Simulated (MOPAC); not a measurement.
MOPAC input (AM1):

```
AM1 1SCF UHF MS=0.5 GEO-OK AUX(PRECISION=9) THREADS=1
F3Si

Si    0.21612307 1    0.20976238 1    0.22258598 1
F    -0.72085928 1   -0.74673103 1    1.07691475 1
F    -0.71439787 1    1.11947221 1   -0.68804678 1
F     1.09906570 1   -0.69903821 1   -0.73511283 1
```

Question: What heat of formation does the run end on, and which ionisation energy by Koopmans theorem?

Answer: -267.95 kcal/mol; 8.98 eV.
